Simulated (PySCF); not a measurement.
## Deuteron quadrupole couplings in `C[CH+]C=C(F)F`

Species: C₄H₅F₂ (charge +1).
Numbering: `[CH3:1][CH+:2][CH:3]=[C:4]([F:5])[F:6]` (hydrogens: H7, H8, H9 on C1; H10 on C2; H11 on C3)

Structure used (PBE0-D3(BJ)/def2-SVP), in Å, numbered top down from 1:
```xyz
11
C4H5F2 angstrom
C     -1.6104    0.3721    0.7342
C     -0.2321   -0.0778    0.6154
C      0.5409    0.0447   -0.5177
C      1.8509   -0.4181   -0.5266
F      2.5965   -0.3201   -1.5385
F      2.4124   -0.9710    0.4644
H     -2.2381   -0.4819    1.0571
H     -2.0188    0.8279   -0.1751
H     -1.6814    1.0766    1.5867
H      0.2182   -0.5475    1.5014
H      0.1727    0.5007   -1.4404
```

Level: PBE0/pcSseg-1 (PySCF, non-relativistic); Q(2H) = 0.00286 b; rigid geometry, the same for H and D, with no vibrational averaging.

Q: Give the electric field gradient Vzz (the principal value of largest size), its asymmetry and the 2H coupling at each hydrogen.

A: 
```tsv
atom	bonded to	bond length (Å)	Vzz (au)	η	χzz (kHz)
H7	C1	1.108	0.2718	0.05	183
H8	C1	1.096	0.2866	0.06	193
H9	C1	1.108	0.2715	0.05	182
H10	C2	1.099	0.2698	0.01	181
H11	C3	1.093	0.2878	0.13	193
```

Q: A static deuteron (I = 1) shows a doublet split by (3/2)χ, (3/4)χ(1 + η) and (3/4)χ(1 − η) with the field along z, y and x of the gradient. What are these for H7?

A: With |χ| = 182.7 kHz and η = 0.053: 274, 144 and 130 kHz, to first order and without motion.

One conformer (not necessarily the lowest) at the PBE0-D3(BJ)/def2-SVP geometry, without solvent, vibrations or thermal averaging. With a basis this small, the couplings can be 20 % off.
